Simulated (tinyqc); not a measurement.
Inside a calculation. Method: Hueckel theory of the pi electrons, for the molecule Clc1ccoc1 (SMILES; centres numbered as the heavy atoms are written). One step of it, computed by the program tinyqc.

Problem. Orbitals. Diagonalise; E = alpha + x beta with beta < 0, so the largest x are filled first; degenerate levels share their electrons. P = sum n_i c_ri c_si; each orbital has its largest coefficient positive (the first on a tie).

Hueckel matrix in units of beta (H = alpha + beta A), lower triangle:
```
          1Cl        2C        3C        4C        5O        6C
1Cl  2.000000
2C   0.400000  0.000000
3C   0.000000  1.000000  0.000000
4C   0.000000  0.000000  1.000000  0.000000
5O   0.000000  0.000000  0.000000  0.800000  2.000000
6C   0.000000  1.000000  0.000000  0.000000  0.800000  0.000000
```

pi electrons, sum of z_r less the charge = 8

Give: x values; occupations; coefficients; charge and bond-order matrix P.

Solution.

x values: 2.6448  2.0978  1.2426  0.6016  -0.9527  -1.6342

occupations: 2.0000  2.0000  2.0000  2.0000  0.0000  0.0000

coefficients:
```
        MO1      MO2      MO3      MO4      MO5      MO6
1Cl  0.1402   0.9390  -0.2836  -0.1095   0.0407  -0.0670
2C   0.2260   0.2296   0.5370   0.3828  -0.3007   0.6090
3C   0.2088   0.0863   0.6159  -0.3414  -0.3156  -0.5945
4C   0.3263  -0.0485   0.2283  -0.5882   0.6014   0.3626
5O   0.8176  -0.2352  -0.4153  -0.0156  -0.3217   0.0025
6C   0.3328   0.0198   0.1648   0.6155   0.5858  -0.3739
```

charge and bond-order matrix P, lower triangle:
```
         1Cl       2C       3C       4C      5O      6C
1Cl   1.9877
2C    0.1061   1.0774
3C   -0.0540   0.5342   1.0939
4C   -0.0004  -0.0799   0.8107   1.0137
5O    0.0265  -0.1965  -0.2001   0.3851  1.7931
6C   -0.0978   0.8077  -0.0748  -0.4335  0.3787  1.0341
```
